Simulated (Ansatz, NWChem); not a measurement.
## How basis sets differ on SF4 (sulfur tetrafluoride)

SF4: 5 atoms, total charge 0, spin state singlet. As SMILES, `FS(F)(F)F`. The coordinates come from a PBE0-D4/def2-TZVP relaxation.

```xyz
5

F    -0.5612   -0.2280    1.1728
S     0.0640   -0.3574   -0.2430
F     1.5367   -0.4620    0.4914
F    -1.4401   -0.0773   -0.8582
F     0.4006    1.1246   -0.5631
```

Each level gives the dipole moment (D). The values are calculated.

Measured value to compare with: NIST CCCBDB gives the dipole moment of the gas as 0.63 D.

```csv
level,kind,program,value (D),computed − measured
PBE0/3-21G,global hybrid,Ansatz,1.08,+0.45
PBE0/6-31G,global hybrid,Ansatz,1.23,+0.60
PBE0/def2-SVP,global hybrid,Ansatz,0.80,+0.17
PBE0/6-311+G**,global hybrid,NWChem,0.90,+0.27
```

Nearest: PBE0/def2-SVP (+0.17 D); farthest: PBE0/6-31G (+0.60 D). The measured dipole is a vibrational average, so differences of a few hundredths of a debye mean little. Magnitudes only: a small dipole may point the other way at some levels. Sets without polarisation functions give poor dipoles.
